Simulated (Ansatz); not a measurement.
Species: C2H5O, charge 0, doublet. C2H5O (SMILES [CH2]CO, doublet).
B3LYP-D3(BJ)/def2-TZVP minimum from Ansatz (a program for electronic structure):
```
C
H 1 1.1010
H 1 1.1057 2 106.08
O 1 1.4249 2 111.01 3 -119.53
H 4 0.9624 1 108.67 2 66.28
C 1 1.4752 2 110.17 3 119.22
H 6 1.0801 1 119.73 2 144.26
H 6 1.0803 7 119.67 1 -172.83
```
Charge 0, spin multiplicity 2.

Total energies in hartree (Ansatz). Radicals and triplets start from unrestricted determinants; spin-orbit coupling is neglected. Cores are frozen in correlated methods. No relativity. Where a partner has so few electrons that a lower coupled-cluster level is exact, that level stands in.

```tsv
species	HF/cc-pVTZ	CCSD(T)/cc-pVTZ	HF/cc-pVQZ	CCSD(T)/cc-pVQZ	CCSD(T)/cc-pVDZ	CCSDT(Q)/cc-pVDZ
1: C2H5O (SMILES [CH2]CO, doublet)	-153.50816	-154.12077	-153.51994	-154.16940	-153.95376	-153.95544
2: C (triplet)	-37.69157	-37.78076	-37.69331	-37.78654	-37.76038	-37.76071
3: O (triplet)	-74.81176	-74.97396	-74.81729	-74.99357	-74.90995	-74.91013
4: H (doublet)	-0.49981	-0.49981	-0.49995	-0.49995	-0.49928	-0.49928
```

Problem. Work out the atomisation energy (electronic, to ground-state atoms) in kcal/mol: take Hartree-Fock from cc-pVQZ, extrapolate the CCSD(T) correlation energy as X^-3 (X = 3, 4), and add CCSDT(Q) - CCSD(T) in cc-pVDZ. 1 hartree = 627.51 kcal/mol.

Solution. 
Species 1: correlation (64·(-0.64946) - 27·(-0.61261))/37 = -0.67635; step -0.00168; E1 = -153.51994 + (-0.67635) + (-0.00168) = -154.19797
Species 2: correlation (64·(-0.09323) - 27·(-0.08919))/37 = -0.09618; step -0.00033; E2 = -37.69331 + (-0.09618) + (-0.00033) = -37.78982
Species 3: correlation (64·(-0.17628) - 27·(-0.16220))/37 = -0.18655; step -0.00018; E3 = -74.81729 + (-0.18655) + (-0.00018) = -75.00402
Species 4: correlation (64·(0.00000) - 27·(0.00000))/37 = 0.00000; step +0.00000; E4 = -0.49995 + (0.00000) + (+0.00000) = -0.49995
-1·E1 +2·E2 +1·E3 +5·E4 = 1.11456 hartree = 699.4 kcal/mol.
